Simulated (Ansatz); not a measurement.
Predicting the next basis: CCSD(T) on S2

S2 has 2 atoms, charge 0, and is taken as a triplet. As SMILES, `S=S`. Geometry: the measured bond length.

CCSD(T) correlation energies, 10 core orbitals frozen (Ansatz 0.2.0):

| basis | X | correlation energy (Eh) |
| --- | --- | --- |
| cc-pVTZ | 3 | -0.358149 |
| cc-pVQZ | 4 | -0.385488 |
| cc-pV5Z | 5 | ? |

Take E(X) = E∞ + A/X³, fix the two constants on the known rows and predict the third.


1. A = (-0.358149 − (-0.385488))/(1/27 − 1/64) = 1.27681 Eh.
2. E∞ = -0.385488 − 1.27681/64 = -0.405438 Eh.
3. X = 5: -0.405438 + 1.27681/125 = -0.395224 Eh.

The run gave -0.395378 Eh, so the prediction is off by +0.2 mEh, 2 % of the last step.
